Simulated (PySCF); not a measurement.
# Molecular orbitals of SiC

B97-3 at R = 1.714 Å; Si x2c-TZVPPall, C x2c-TZVPPall; spin-free X2C with a Gaussian nucleus (PySCF 2.14). State: ³Π (triplet), unpaired electrons σ ↑, π ↑. Only the outer orbitals are listed, counted within each symmetry.

```csv
spin,orbital,occ.,ε (eV),on Si (%),main shells (%)
α,5σ,1,-18.77,35,"60 C s, 24 Si s, 9 Si p"
α,6σ,1,-11.48,54,"50 Si s, 23 C s, 23 C p"
α,2π,1,-8.15,33,"66 C p, 29 Si p"
α,7σ,1,-8.06,55,"41 C p, 34 Si p, 19 Si s"
α,2π,1,-7.39,35,"65 C p, 31 Si p"
α,3π,0,-1.84,78,"72 Si p, 22 C p"
α,3π,0,-1.37,76,"70 Si p, 24 C p"
β,5σ,1,-16.60,44,"50 C s, 34 Si s"
β,6σ,1,-9.74,75,"57 Si s, 22 C s, 17 Si p"
β,2π,1,-6.56,52,"50 Si p, 47 C p"
β,2π,0,-4.21,59,"58 Si p, 40 C p"
β,7σ,0,-3.58,28,"52 C p, 24 Si p, 19 C s"
β,3π,0,-0.88,60,"51 Si p, 40 C p, 9 Si d"
```

Q: Which are the highest filled and the lowest empty level, where do they sit, and how wide is the gap?

A: Highest filled β 2π at -6.56 eV (in %: 50 Si p, 47 C p); lowest empty β 2π at -4.21 eV (in %: 58 Si p, 40 C p); the gap at B97-3 is 2.35 eV. Both belong to one degenerate shell, split only by its one-sided filling, so this is no excitation gap.

| Property | Result |
| --- | --- |
| bond order (Mayer) | 2.26 |
| ⟨S²⟩ | 2.042 |
| charge on Si (Mulliken, basis-dependent) | 0.16 |
| charge on Si (Löwdin, basis-dependent) | 0.30 |
| dipole moment (positive dipole means Si(−)C(+)) | -1.69 D |

The state is the lowest determinant that a PBE0 search found; another state may lie lower at other levels.
